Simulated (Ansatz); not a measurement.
C$_{2}$H$_{3}$ClFN (`FC/N=C/Cl`). The species carries charge 0 and has multiplicity 1. The structure was optimised at the PBE0-D4/def2-TZVP level. It is one conformer, not always the lowest.

```xyz
8

F    -1.344   -0.810   -0.593
C    -0.953    0.476   -0.262
N     0.371    0.584    0.218
C     1.093   -0.427    0.319
Cl    2.710   -0.307    0.904
H    -1.052    1.092   -1.161
H    -1.638    0.840    0.509
H     0.814   -1.448    0.067
```

Q: What is the dipole moment at B3LYP/def2-TZVPP? (Estimate.)

A: Computed: 0.97 D, with components (-0.92, 0.02, -0.32) D in this frame, pointing from negative to positive charge.

Q: And with PBE, r2SCAN, ωB97M-V? (An estimate is asked.)

A: Ansatz gave: PBE 0.98 D, r2SCAN 1.03 D, ωB97M-V 0.99 D.

Q: Give the Mulliken charges with B3LYP, r2SCAN, ωB97M-V in def2-TZVPP. (Estimate.)

A: The calculation gave: 
| atom | B3LYP | r2SCAN | ωB97M-V |
| --- | --- | --- | --- |
| F1 | -0.25 | -0.25 | -0.24 |
| C2 | 0.16 | 0.27 | 0.12 |
| N3 | -0.18 | -0.24 | -0.19 |
| C4 | -0.01 | 0.06 | -0.02 |
| Cl5 | -0.06 | -0.07 | -0.04 |
| H6 | 0.11 | 0.07 | 0.12 |
| H7 | 0.11 | 0.07 | 0.12 |
| H8 | 0.13 | 0.10 | 0.13 |

B3LYP here is the variant with VWN-RPA as its local correlation; programs differ in this.
